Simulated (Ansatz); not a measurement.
```xyz
7

C    -0.6659    0.0849   -0.1632
C     0.6887   -0.2229    0.3775
O     0.9572   -0.8388    1.3463
Cl    1.9882    0.4743   -0.6436
H    -1.4229   -0.3580    0.4817
H    -0.7493   -0.3065   -1.1784
H    -0.7960    1.1670   -0.2203
```

Total charge 0; spin multiplicity 1.

Problem. List the PBE/def2-TZVPP orbital energies in eV (Ansatz 0.2.0). (Best estimate.)

Solution. The calculation gave: Occupied: -2739.18, -511.05, -272.88, -269.85, -249.74, -190.48, -190.27, -190.22, -27.53, -21.28, -19.03, -13.90, -12.23, -11.90, -11.60, -10.31, -9.90, -7.92, -7.74, -7.03. Lowest empty: -2.14, -0.33, 0.47, 1.96, 2.12, 2.74, 3.78, 4.44.
